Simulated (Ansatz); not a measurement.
# NaH2− (singlet): RPA-PBE over a scan of the angle H2–Na1–H3, aug-cc-pVTZ

Aim: run NaH2− (singlet) with these functionals over a scan of the angle H2–Na1–H3, and hold them against the top wave-function level at the same points.

Computed with Ansatz 0.2.0, Gaussian basis. Level: aug-cc-pVTZ, all electrons in the functionals, frozen cores in the correlation of double hybrids and RPA.

To be run: RPA-PBE, at 70.3°; 89.5°; 108.8°; 124.1°; 140.7°; 161.3°; 180.0°.

17 further runs of the same task are left out: 7 for a known fault of the program, 8 that didn't finish, 2 set aside as unsound or not needed. Runs told in other sessions of the task aren't counted.

## (1) The system

The geometry derives from a PBE0/def2-TZVPD stationary point (not a proven minimum). One angle is set to the value named; bond lengths are kept.

3 atoms, charge -1, spin multiplicity 1.

Atoms are counted from 1 here; the program's logs count them from 0.

Bond lengths: Na1–H2 2.066 Å, Na1–H3 2.066 Å. Angles: H2–Na1–H3 180.0°.

No dispersion term is added.

The geometry shown and the zero of energy belong to the point 180.0°. The yardstick, FCI, and other wave-function levels (R restricted, U unrestricted, valence and pair active spaces) come from earlier runs.

## (2) RPA-PBE, 70.3°

in.yaml

```yaml
crystal:
  periodic: [false, false, false]
  atoms:
    - {symbol: Na, position_ang: [-0.136167, 0.000000, 0.000000]}
    - {symbol: H, position_ang: [1.552897, 0.000000, -1.189297]}
    - {symbol: H, position_ang: [1.552897, 0.000000, 1.189297]}
basis:
  gaussian: {orbitals: aug-cc-pVTZ}
total_charge: -1
magnetization: {spin_polarized: true, initial_magnetization: 0}
hamiltonian: {xc: {name: PBE}}
correlation: {method: rpa, electrons: outside_noble_gas}
```

The run is started by

```console
$ ansatz run in.yaml --threads 1 --pin off --events-out ev --progress --plain --max-ram 2393MiB
```

After this run come: RPA-PBE, 89.5°; RPA-PBE, 108.8°; RPA-PBE, 124.1°; RPA-PBE, 140.7°; RPA-PBE, 161.3°; RPA-PBE, 180.0°.

Q: Predict the results of all the runs planned. Wanted: span of the FCI curve; largest miss, RPA-PBE.

**Answer**, as computed:

```
             quantity                  value
span of the FCI curve          36.6 kcal/mol
largest miss, RPA-PBE  -1.5 kcal/mol (70.3°)
```

What this shows: RPA-PBE strays by up to 1.5 kcal/mol, at 70.3°. RPA-PBE clearly breaks the spin symmetry at some points (⟨S²⟩ up to 0.41 above the pure value), so energy there is bought with a mixed spin. Functionals and the yardstick converge differently with the basis, so part of each miss in aug-cc-pVTZ is the basis.
